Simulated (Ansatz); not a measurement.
`[OH][Na]` + CH₄ → `[CH3][Na]` + H₂O at 600 K and 1 bar (formal exchange of groups at the Na–O bond).

Isolated molecules relaxed with PBE0-D4/def2-TZVP in Ansatz; ΔE leaves out vibrations. CCSD(T)/CBS adds triple-zeta CCSD(T) − MP2 to the extrapolated MP2 energy (def2 sets, frozen cores). This one scheme is used for every species. For Na outer-core shells are correlated without core-valence functions, which leaves a few kJ/mol of doubt a bond.

| species | CCSD(T)/CBS energy (Eh) | H − E (kJ/mol) | S (J/(mol·K)) |
| --- | --- | --- | --- |
| `[OH][Na]` | -237.87975 | 57.3 | 271.8 |
| CH₄ | -40.46206 | 140.4 | 215.7 |
| `[CH3][Na]` | -201.91112 | 116.9 | 285.8 |
| H₂O | -76.37941 | 76.8 | 212.8 |

H − E and S are ideal-gas, rigid-rotor, harmonic terms from PBE0-D4/def2-TZVP. 1 Eh = 2625.50 kJ/mol, R = 8.31446 J/(mol·K).

By hand: ΔE, ΔH, ΔS and ΔG.

ΔE = (-201.91112) + (-76.37941) − (-237.87975) − (-40.46206) = 0.05128 Eh = 134.6 kJ/mol. Δ(H − E) = 116.9 + 76.8 − 57.3 − 140.4 = -4.0, so ΔH = 130.6 kJ/mol. ΔS = 285.8 + 212.8 − 271.8 − 215.7 = 11.1 J/(mol·K). ΔG = 130.6 − 600 × (11.1)/1000 = 123.9 kJ/mol.

By hand: the equilibrium constant, and the temperature at which ΔG would vanish if ΔH and ΔS stayed fixed.

log₁₀ K = −ΔG/(RT ln 10) = -10.8. ΔG = 0 at ΔH/ΔS = 11766 K, far beyond where these terms or the molecules hold.

The number of gas molecules stays the same, so ΔS is small and ΔH decides. A doubt of 5 kJ/mol in ΔE shifts log₁₀ K by 0.4 here. These are equilibria of isolated gas molecules and say nothing of rates. Largest T1 diagnostic: 0.012 (customary marks: 0.02 for closed shells, 0.045 for open ones).
